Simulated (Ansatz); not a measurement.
Relaxation of H7PSi (9 atoms, charge 0, multiplicity 1), to a largest force component of 0.03 eV/Å in at most 50 steps.

The calculation used RKS B3LYP/def2-SVP in Ansatz.

```xyz
9
Properties=species:S:1:pos:R:3:forces:R:3
Si 0.321 -0.013 -0.142 0.39 -0.02 -0.48
H 0.338 -0.051 1.327 0.36 0.00 0.22
H 1.691 0.209 -0.684 0.04 0.00 -0.01
H -0.570 1.091 -0.584 -0.02 0.03 -0.02
H -0.204 -1.310 -0.649 0.00 -0.03 -0.02
P -2.731 0.238 1.321 -0.50 0.07 0.15
H -2.754 -0.846 0.391 0.00 -0.01 0.00
H -3.456 -0.499 2.310 -0.01 -0.01 0.01
H -1.460 -0.130 1.844 -0.25 -0.04 0.14
```

**Question.** Where does it end, and by what steps?

**Answer.** The forces met the threshold. The force dipped under the threshold on the way, but the program's further checks kept it going. After 17 steps the energy has fallen by 0.257 eV; P6 moved furthest, 1.07 Å.

| step | energy less start (eV) | largest force component (eV/Å) | accepted |
| --- | --- | --- | --- |
| 0 | 0.0000 | 0.496 | yes |
| 1 | -0.1661 | 0.126 | yes |
| 2 | -0.2316 | 0.047 | yes |
| 3 | -0.2439 | 0.185 | yes |
| 4 | -0.2477 | 0.165 | yes |
| 5 | -0.2513 | 0.018 | yes |
| 6 | -0.2521 | 0.123 | yes |
| 7 | -0.2531 | 0.083 | yes |
| 8 | -0.2541 | 0.028 | yes |
| 9 | -0.2546 | 0.126 | yes |
| 10 | -0.2551 | 0.070 | yes |
| 11 | -0.2555 | 0.005 | yes |
| 12 | -0.2558 | 0.055 | yes |
| 13 | -0.2561 | 0.056 | yes |
| 14 | -0.2565 | 0.043 | yes |
| 15 | -0.2567 | 0.069 | yes |
| 16 | -0.2570 | 0.056 | yes |
| 17 | -0.2573 | 0.019 | yes |

```xyz
9
Properties=species:S:1:pos:R:3
Si 0.838 -0.063 -0.337
H 1.141 -0.092 1.123
H 2.094 0.185 -1.101
H -0.138 1.027 -0.620
H 0.255 -1.372 -0.749
P -3.683 0.137 1.803
H -3.462 -0.476 0.529
H -3.574 -1.105 2.505
H -2.297 0.448 1.980
```

Whether the end is a true minimum wasn't checked by a vibrational analysis.

Time of the run: 27 s on 1 thread of Arm Neoverse V2, on a shared host, peak memory 0.12 GiB.
